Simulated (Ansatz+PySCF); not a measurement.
# doublet CH₄N: levels of theory in one basis

```xyz
6

C     0.0000    0.0283   -0.3700
N     0.0000    0.5978    0.9493
H     0.0000   -0.1827    1.6152
H     0.0000    0.8128   -1.1272
H     0.8934   -0.6281   -0.5336
H    -0.8934   -0.6281   -0.5336
```

Basis set: cc-pVTZ (spherical functions). Left uncorrelated: 2 orbitals. Correlation on ROHF uses semicanonical orbitals with singles. Charge 0, multiplicity 2.

Computed with Ansatz (development build ahead of 0.2.0); each method stands on the lowest determinant of its kind that the runs found.

```json
{"method": "ROHF", "E − E(ROHF) (eV)": "0.00", "<S²> of the determinant": "0.75"}
{"method": "UHF", "E − E(ROHF) (eV)": "-0.15", "<S²> of the determinant": "0.76"}
{"method": "ROHF-MP2", "E − E(ROHF) (eV)": "-9.84", "<S²> of the determinant": "–"}
{"method": "UHF-MP2", "E − E(ROHF) (eV)": "-9.82", "<S²> of the determinant": "0.76"}
```

(1) What does ROHF-CCSD(T) give on the same scale?

(2) Is a single determinant a sound starting point here?

Answers

(1) -10.99 eV.

(2) By this sign, yes. Unrestricted orbitals gain 0.15 eV and <S²> is 0.76 against 0.75 for a pure state.
